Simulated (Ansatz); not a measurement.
bcc W, treated with PBEsol-D3(BJ) (Ansatz, an electronic-structure program, plane waves, PAW).

Run with plane-wave cutoff 520 eV, 24×24×24 k mesh, Fermi–Dirac smearing 0.05 eV, no spin polarisation, scalar-relativistic PAW data made under PBE.

Energies at three volumes about the minimum:

```csv
V (Å³/atom),E − E_lowest (meV/atom)
15.011,6.74
15.317,0.00
15.623,6.22
```

### Question
Fit a parabola by hand: where is the minimum, what lattice constant follows, and what is the bulk modulus?

### Answer
Slopes: (0.00 − 6.74)/(15.317 − 15.011) = -22.026 and (6.22 − 0.00)/(15.623 − 15.317) = 20.327 meV/Å³. Curvature E″ = 2 × (20.327 − (-22.026))/(15.623 − 15.011) = 138.408 meV/Å⁶. From the middle of the first interval, the slope vanishes at V0 = 15.1640 − (-22.026)/138.408 = 15.323 Å³/atom. B = V0 E″ = 15.323 × 138.408 meV/Å³ × 0.1602 GPa per meV/Å³ = 340 GPa. With 2 atoms in the cube, a = (2 × 15.323)^(1/3) = 3.129 Å. The full Birch–Murnaghan fit to all volumes gives V0 = 15.318 Å³/atom and B0 = 339 GPa.

Measured, for comparison: bulk modulus 312 GPa (zero-point energy and finite temperature contributions removed, our sources range from 300 to 328; as tabulated in doi:10.1021/acs.jctc.3c00612); lattice constant a 3.16 Å (static lattice: zero-point anharmonic expansion removed; as tabulated in Mejia-Rodriguez and Trickey (2018), arXiv:1807.09216). Computed (rounded) less measured: bulk modulus +9 % (+3 % to +13 % over the range).
